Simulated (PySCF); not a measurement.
Compound: C3H4N3 (charge -1).
InChI=1S/C3H4N3/c1-3-2-4-6-5-3/h2H,1H3/q-1

The closed-shell ground state was solved at several levels (PySCF, density fitting, gas phase, non-relativistic). Geometry: GFN2-xTB; no solvent, vibrations or thermal averaging. GFN2-xTB frequencies show an imaginary mode (28i cm⁻¹), so this geometry is no minimum at that level. No diffuse functions stand in pcJ-1 and pcSseg-1, which bears on an anion's orbital energies.

| level | basis functions | HOMO (eV) | LUMO (eV) | gap (eV) |
| --- | --- | --- | --- | --- |
| B3LYP/pcJ-1 | 202 | -0.93 | 5.33 | 6.26 |
| PBE0/pcSseg-1 | 122 | -1.18 | 5.62 | 6.80 |

What might PBE0/def2-SVPD (152 basis functions) give for the same quantities?

HOMO -1.39 eV, LUMO 4.37 eV, gap 5.76 eV.

Over all these levels, which gives the widest orbital gap and which the narrowest?

PBE0/pcSseg-1 has the widest, 6.80 eV, and PBE0/def2-SVPD the narrowest, 5.76 eV. The two share the functional. From the narrowest to the widest the HOMO moves by +0.21 eV and the LUMO by +1.25 eV.
